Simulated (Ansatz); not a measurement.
## CH$_{2}$O$_{2}$, singlet in STO-3G: errors against full CI

Geometry: MP2(full)/6-31G*, from the G2/97 set.

```yaml
atoms:
  - { symbol: O, position_ang: [-1.0631, -0.4340, 0.0000] }
  - { symbol: C, position_ang: [-0.0221, 0.4264, 0.0000] }
  - { symbol: O, position_ang: [1.1472, 0.1062, 0.0000] }
  - { symbol: H, position_ang: [-0.6717, -1.3327, 0.0000] }
  - { symbol: H, position_ang: [-0.4000, 1.4554, 0.0000] }
```

Basis STO-3G; Ansatz 0.2.0. Only valence electrons are correlated (noble-gas cores frozen), which leaves 18 electrons in 14 orbitals. Prefix R: restricted or restricted open-shell reference; prefix U: unrestricted. Active spaces: valence = (14e, 12o, short of the full valence) chosen from the atoms' valence shells.

Full CI is exact within this basis and frozen core; it isn't the basis-set limit. The frozen core follows each run's orbitals, which can shift R against U totals by a few meV.

Unrestricted rows (U) aren't spin-pure: their determinants' ⟨S²⟩ exceeds S(S+1) by up to 0.17, so they mix in states of higher spin.

```
UHF ⟨S²⟩                          : 0.168
T1 diagnostic (RCCSD)             : 0.0146
largest doubles amplitude (RCCSD) : 0.137
```

```json
{"level": "UHF", "E − E(RHF) (eV)": "-0.0371"}
{"level": "RMP2", "E − E(RHF) (eV)": "-4.2454"}
{"level": "RCCSD", "E − E(RHF) (eV)": "-4.9307"}
{"level": "RCCSD(T)", "E − E(RHF) (eV)": "-5.1045"}
```

Q: Estimate how far full CI in STO-3G lies from RCCSD(T). The table doesn't fix it; the size of (T) and the diagnostics are the guide.

A: Full CI in STO-3G lies 3.0 kJ/mol below RCCSD(T), which is 18 % of the (T) step (-16.8 kJ/mol). A doubles amplitude is large, RHF is unstable towards spin polarisation, but (T) still catches most of what CCSD lacks.

The other levels:

```csv
level,E − E(full CI) (kJ/mol),share of correlation (%),wall time
CISD,47.4,90.43,0.24 s
BCCD(T),2.8,99.44,0.24 s
RCCSDT,0.6,99.89,–
CISDTQ,2.4,99.51,0.66 s
RCCSDT(Q),0.0,100.00,0.6 s
RCCSDTQ,0.0,100.00,10 s
CASSCF (valence space),18.6,96.25,–
NEVPT2 (valence space),6.4,98.71,14 s (H100)
```

The correlation energy at full CI, counted from RHF, is -5.136 eV. That run took 7 s on 1 thread of AMD EPYC 7R13, shared host over 2,007,874 determinants.

Times hold each run's SCF and search for its determinant on a shared host, so for small cases they say little of a method's own cost; rows without a card ran on 1 thread of AMD EPYC 7R13.

The full-CI state has the irrep A' of Cs, in the program's axes.

Natural occupations of full CI about the gap: 1.983 1.976 1.972 1.969 1.910 0.107 0.039 0.030 0.027 0.020; effectively unpaired electrons, Σ n²(2−n)², 0.10.

Atomization energy (electronic, same basis, no zero-point term; atoms at the same level, unrestricted beside the R rows where the molecule is a closed shell, with restricted open-shell steps beyond CCSDT(Q)) at full CI: 1693.7 kJ/mol. Errors of other levels:

```
    level  error (kJ/mol)
      RHF          -442.4
      UHF          -438.8
     RMP2           -58.6
     CISD           -47.4
    RCCSD           -19.8
 RCCSD(T)            -3.0
  BCCD(T)            -2.8
   RCCSDT            -0.6
   CISDTQ            -2.4
RCCSDT(Q)             0.0
  RCCSDTQ             0.0
```

This basis is far from its limit, so the value isn't to be set against a measured one. Truncated CI isn't size-consistent, which counts against it in atomization.
